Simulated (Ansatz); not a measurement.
Input and output for CH5FN2O (`NC(N)(O)F`).

```yaml
crystal:
  periodic: [false, false, false]
  atoms:
    - {symbol: N, position_ang: [-0.867144, -0.791374, -0.599530]}
    - {symbol: C, position_ang: [-0.062185, 0.291198, -0.142526]}
    - {symbol: N, position_ang: [0.258744, 0.079604, 1.219941]}
    - {symbol: O, position_ang: [1.106209, 0.548806, -0.862007]}
    - {symbol: F, position_ang: [-0.809027, 1.430363, -0.355652]}
    - {symbol: H, position_ang: [-1.096576, -0.654949, -1.575386]}
    - {symbol: H, position_ang: [-0.371283, -1.665823, -0.491740]}
    - {symbol: H, position_ang: [-0.578586, -0.111839, 1.753246]}
    - {symbol: H, position_ang: [0.731719, 0.890048, 1.597592]}
    - {symbol: H, position_ang: [1.771228, -0.067133, -0.540937]}
basis:
  gaussian: {orbitals: def2-TZVPP}
total_charge: -1
magnetization: {spin_polarized: true, initial_magnetization: 1}
hamiltonian: {xc: {name: PBE-QIDH}}
output: {forces: true}
```

```sh
$ ansatz run in.yaml --threads 4 --pin off --events-out ev --progress --plain --max-ram 10444MiB
```

Output, abridged:

```
Functional definition: PBE-QIDH
1392 factors; integrals over basis functions are off by at most 9.9e-4 eV
mean field evaluation 1: about -8838.3377 eV, gradient 3.3e1 eV
mean field evaluation 2: about -8838.3464 eV, gradient 3.3e1 eV
mean field evaluation 4: about -8842.5743 eV, gradient 1.9e0 eV
mean field evaluation 8: about -8842.6233 eV, gradient 2.3e-1 eV
mean field evaluation 16: about -8842.6301 eV, gradient 3.8e-3 eV
a density is far from that of the atoms, so the factors are made again for it
1434 factors; integrals over basis functions are off by at most 9.6e-4 eV
mean field evaluation 64: about -8842.6302 eV, gradient 1.6e-2 eV
mean field -8842.63015625 eV, -324.9606644921 hartree, gradient 3.8e-6 eV, S^2 0.751120; 5 other end points of the search recorded, 0 dependent functions left out
5 core orbitals not correlated: weight in the atoms' cores, before any rotation towards them, 1.000 or more for the frozen orbitals, at most 0.000 for the correlated occupied ones
reference -8842.63016904 eV, -324.9606649621 hartree; 17, 16 occupied and 203, 204 virtual orbitals, 1434 factors
second order -33.61548652 eV of doubles, -0.00000000 eV of singles
Total energy: -8853.83533121 eV, -325.3724470768 hartree
Atom 0 at    -0.867144    -0.791374    -0.599530 Å, force    -0.598591     0.377010     0.270612 eV/Å
Atom 1 at    -0.062185     0.291198    -0.142526 Å, force     0.684821    -0.406444    -0.093706 eV/Å
Atom 2 at     0.258744     0.079604     1.219941 Å, force    -0.041699    -0.102082    -0.096758 eV/Å
Atom 3 at     1.106209     0.548806    -0.862007 Å, force    -0.921998     0.636494    -0.150643 eV/Å
Atom 4 at    -0.809027     1.430363    -0.355652 Å, force    -0.217261     0.275698    -0.001444 eV/Å
Atom 5 at    -1.096576    -0.654949    -1.575386 Å, force     0.209788    -0.001078    -0.148520 eV/Å
Atom 6 at    -0.371283    -1.665823    -0.491740 Å, force     0.488484    -0.196881    -0.035546 eV/Å
Atom 7 at    -0.578586    -0.111839     1.753246 Å, force    -0.205519    -0.003831     0.016374 eV/Å
Atom 8 at     0.731719     0.890048     1.597592 Å, force     0.159513     0.160627     0.004607 eV/Å
Atom 9 at     1.771228    -0.067133    -0.540937 Å, force     0.442462    -0.739511     0.235024 eV/Å
Dipole moment:    -0.333152     0.347855     0.017609 e Å
```

Run time 40 s (4 threads of an Arm Neoverse V1 on a shared host); peak host memory 1.1 GiB.
